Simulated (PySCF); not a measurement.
methoxyethane (C3H8O), SMILES CCOC.

The structure is a stationary point at B3LYP-D3(BJ)/def2-SVP. One conformer was computed; it need not be the lowest.

Two levels are set side by side: PBE/def2-TZVP (PySCF) and r2SCAN/def2-TZVP (PySCF). Same geometry, gas phase. Differences are taken from unrounded values.

```
quantity                     r2SCAN
---------------------------  ------
orbital gap (eV)               7.33
highest occupied level (eV)   -6.08
lowest empty level (eV)        1.26
dipole moment (D)              1.18
mean polarisability (bohr³)    44.1
```

### Question
What does PBE give, and how far is it from r2SCAN? (An estimate is asked for; the answer gives what the named calculation found.)

### Answer

```tsv
quantity	PBE	PBE minus r2SCAN
orbital gap (eV)	6.28	-1.05
highest occupied level (eV)	-5.77	0.31
lowest empty level (eV)	0.51	-0.74
dipole moment (D)	1.13	-0.05
mean polarisability (bohr³)	45.3	1.2
```

Rough cost on one machine, each run with all the roots and properties that it gave: r2SCAN against PBE about 4 times.
